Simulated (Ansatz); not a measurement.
Al(NH2Me)H3 (CH8AlN). Total charge 0; singlet. Geometry r2SCAN-D4/def2-TZVP; atoms count from 1.

```xyz
11

Al    0.3055    0.9017    1.3042
N     0.3616    0.1386   -0.5911
C    -0.5786   -0.9849   -0.8078
H     1.3140   -0.1609   -0.7880
H     0.1618    0.8917   -1.2456
H    -0.5282   -1.3726   -1.8273
H    -0.3363   -1.7764   -0.1000
H    -1.5876   -0.6333   -0.5967
H     0.7071   -0.4139    2.1288
H    -1.2316    1.3563    1.3581
H     1.4123    2.0536    1.1655
```

(1) Estimate the Mulliken populations from the PBE0/def2-TZVP orbitals of Ansatz.

(2) And the Mayer bond orders between heavy atoms (over 0.3)?

Answers

(1) 
```
atom  charge (e)
 Al1        0.13
  N2       -0.35
  C3       -0.32
  H4        0.27
  H5        0.27
  H6        0.14
  H7        0.17
  H8        0.17
  H9       -0.16
 H10       -0.16
 H11       -0.15
```
Mulliken values depend strongly on the basis.

(2) Al1–N2 0.54 (2.04 Å); N2–C3 0.96 (1.48 Å).
